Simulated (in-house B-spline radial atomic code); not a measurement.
**Functionals against NIST's ionisation energies along a row: He to Ne**

Ionisation energies as differences of self-consistent total energies from an all-electron radial atomic-structure program (B-spline basis): all electrons, radial basis limit, scalar-relativistic (one-electron X2C), spin-polarised at highest spin, spherical densities; exact exchange is averaged over the determinants of each configuration. No spin-orbit coupling, Breit or QED terms. NIST's values run from ground level to ground level, so in open shells the differences also hold multiplet and fine-structure energies that spherical high-spin averages miss. Columns give computed minus NIST, in eV; a star marks a semi-empirical value. Species are left out where the tabulated value is theory, is uncertain by more than 0.12 eV, or (13 ions, such as In⁴⁺, Te⁴⁺ and Bi⁴⁺) lies off its series for all methods alike, which flatters the means a little.

```
species  shell  NIST (eV)   TPSS  HSE06  TPSSh  CAM-B3LYP  LC-wPBE  revTPSS
     He     1s      24.59  +0.16  -0.12  +0.15      +0.22    +0.05    +0.23
     Li     2s       5.39  +0.12  +0.17  +0.11      +0.21    +0.19    +0.09
     Be     2s       9.32  -0.26  -0.36  -0.26      -0.21    -0.30    -0.23
      B     2p       8.30  +0.08  +0.20  +0.10      +0.32    +0.37    0.00
      C     2p      11.26  +0.45  +0.35  +0.42      +0.40    +0.53    +0.39
      N     2p      14.53  +0.53  +0.29  +0.49      +0.29    +0.45    +0.47
      O     2p      13.62  -0.29  -0.07  -0.31      +0.29    +0.19    -0.40
      F     2p      17.42  +0.36  +0.17  +0.25      +0.40    +0.51    +0.27
     Ne     2p      21.56  +0.53  +0.12  +0.41      +0.35    +0.46    +0.45
```

(1) How do the methods rank, and which species is hardest?

Results:

(1) Mean absolute (signed) differences: HSE06 0.21 (+0.09) eV; TPSSh 0.28 (+0.15) eV; revTPSS 0.28 (+0.14) eV; CAM-B3LYP 0.30 (+0.25) eV; TPSS 0.31 (+0.19) eV; LC-wPBE 0.34 (+0.27) eV. For C, which loses a 2p electron, the nearest method is off by +0.35 eV, the largest such miss.
